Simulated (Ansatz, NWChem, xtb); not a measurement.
## How methods differ on SiO (SMILES O=[Si])

SiO has 2 atoms, charge 0, and is taken as a singlet. As SMILES, `O=[Si]`. The coordinates come from a PBE0-D4/def2-TZVP relaxation.

| atom | x (Å) | y (Å) | z (Å) |
| --- | --- | --- | --- |
| O | -0.6407 | 0.2315 | -0.3240 |
| Si | 0.6407 | -0.2315 | 0.3240 |

Quantity: the HOMO–LUMO gap, in eV. The values are calculated.

```json
{"level": "GFN0-xTB", "kind": "semi-empirical", "program": "xtb", "value (eV)": "2.98", "CPU time": "under 2 s"}
{"level": "HF/def2-TZVPPD", "kind": "Hartree–Fock", "program": "Ansatz", "value (eV)": "12.77", "CPU time": "0.97 s"}
{"level": "SVWN5/def2-TZVPPD", "kind": "LDA", "program": "NWChem", "value (eV)": "4.61", "CPU time": "13 s"}
{"level": "BLYP/def2-TZVPPD", "kind": "GGA", "program": "NWChem", "value (eV)": "4.62", "CPU time": "21 s"}
{"level": "r2SCAN/def2-TZVPPD", "kind": "meta-GGA", "program": "NWChem", "value (eV)": "5.05", "CPU time": "22 s"}
{"level": "r2SCAN0/def2-TZVPPD", "kind": "hybrid meta-GGA", "program": "Ansatz", "value (eV)": "7.09", "CPU time": "4.5 s"}
{"level": "CAM-B3LYP/def2-TZVPPD", "kind": "range-separated hybrid", "program": "Ansatz", "value (eV)": "9.27", "CPU time": "2.7 s"}
{"level": "wB97M-V/def2-TZVPPD", "kind": "range-separated hybrid", "program": "Ansatz", "value (eV)": "11.02", "CPU time": "14 s"}
{"level": "PBE-QIDH/def2-TZVPPD", "kind": "double hybrid", "program": "Ansatz", "value (eV)": "10.48", "CPU time": "3.2 s"}
```

The values span 2.98 to 12.77 eV. Orbital gaps aren't excitation energies, and those of double hybrids come from the SCF part alone; they tend to grow with the share of exact exchange. CPU times are rough (shared hosts, several kinds of processor): they show what a rung costs within a factor of a few.
